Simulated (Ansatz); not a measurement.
# O2: the cost of one run

Computed with Ansatz 0.2.0 (the levels named in each step, unless a step's input says otherwise).

### 1 The structure to begin with

Bond lengths: O1–O2 1.210 Å.

As a file:

```xyz
2

O     0.0000    0.0000    0.0000
O     0.0000    0.0000    1.2098
```

### 2 A rough first relaxation, PBE-D4/def2-SVP

Input file input.yaml:

```yaml
crystal:
  periodic: [false, false, false]
  atoms:
    - { symbol: O, position_ang: [0.0, 0.0, 0.0] }
    - { symbol: O, position_ang: [0.0, 0.0, 1.20982] }
magnetization:
  spin_polarized: true
  initial_magnetization: 1
total_charge: 1
basis:
  gaussian: { orbitals: def2-SVP }
hamiltonian:
  xc: pbe
  dispersion: d4
relax:
  f_tol: 0.03
  max_steps: 200
```

Run with:

```sh
$ ansatz run input.yaml --threads 1 --pin off --max-ram 2560MiB --backend cpu --events-out ev --progress --plain --runs-dir out
```

**Question.** How long does this run take on 1 thread of Intel Xeon Platinum 8259CL at 2.50GHz (Skylake/Cascade Lake), shared host, and how much memory does it need?

About 2.9 s, with a peak of 0.1 GiB.
